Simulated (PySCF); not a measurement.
Consider `P#P` (P2). Coordinates in Å; atoms count from 1 in this order:
```
P    -0.8123   -0.3079    0.3557
P     0.8178    0.3104   -0.3840
```

These are calculated values, ωB97X-D3(BJ)/ma-def2-TZVP in PySCF (grid level 2) at geometries from PBE0-D3(BJ)/ma-def2-SVP. The prefix ma- adds one diffuse s and one diffuse p function on all atoms but H. ωB97X-D3(BJ) is ωB97X-V with D3(BJ) in place of VV10. Zero-point and thermal terms (298.15 K, 1 bar) come from unscaled PBE0-D3(BJ)/ma-def2-SVP harmonic frequencies, with soft modes damped to free rotors in the entropy.

What are the vertical and the adiabatic ionisation energy for forming the radical cation?

10.45 eV vertical and 10.41 eV adiabatic, the latter with zero-point energy.

Where does the unpaired spin of the relaxed radical cation sit?

P1 (phosphorus) 0.50, P2 (phosphorus) 0.50 (intrinsic atomic orbital populations).

What oxidation potential follows in dichloromethane (IEF-PCM), given that Fc+/Fc comes at 4.70 V absolute with this functional and basis?

In the gas phase ΔG of oxidation is 10.393 eV, and solvation is -1.0 kJ/mol for the parent and -251.8 kJ/mol for the product, so the absolute potential is 7.79 V, or 3.09 V against Fc+/Fc. Fc+/Fc in dichloromethane, 4.70 V, is ωB97X-D3(BJ)/ma-def2-TZVP on PBE0-D3(BJ)/def2-SVP structures with GFN2-xTB thermal terms. Benchmark calculations put it near 5.0 V in acetonitrile and DMSO, so it is about 0.3 V low, and the value against it can read up to that much too high. The solvent is electrostatics only, on gas-phase structures; the absolute scale refers to an electron at rest in vacuum.

What are the vertical and the adiabatic electron affinity for forming the radical anion?

0.67 eV vertical and 0.72 eV adiabatic, the latter with zero-point energy.

Where does the unpaired spin of the relaxed radical anion sit?

P1 (phosphorus) 0.50, P2 (phosphorus) 0.50 (intrinsic atomic orbital populations).

What reduction potential follows in dichloromethane (IEF-PCM), given that Fc+/Fc comes at 4.70 V absolute with this functional and basis?

In the gas phase −ΔG of reduction is 0.739 eV, and solvation is -1.0 kJ/mol for the parent and -206.8 kJ/mol for the product, so the absolute potential is 2.87 V, or -1.83 V against Fc+/Fc. Fc+/Fc in dichloromethane, 4.70 V, is ωB97X-D3(BJ)/ma-def2-TZVP on PBE0-D3(BJ)/def2-SVP structures with GFN2-xTB thermal terms. Benchmark calculations put it near 5.0 V in acetonitrile and DMSO, so it is about 0.3 V low, and the value against it can read up to that much too high. The solvent is electrostatics only, on gas-phase structures; the absolute scale refers to an electron at rest in vacuum.

How far is −ε(HOMO) from the vertical value by ΔSCF?

−ε(HOMO) = 10.33 eV, which is 0.12 eV below the ΔSCF value.
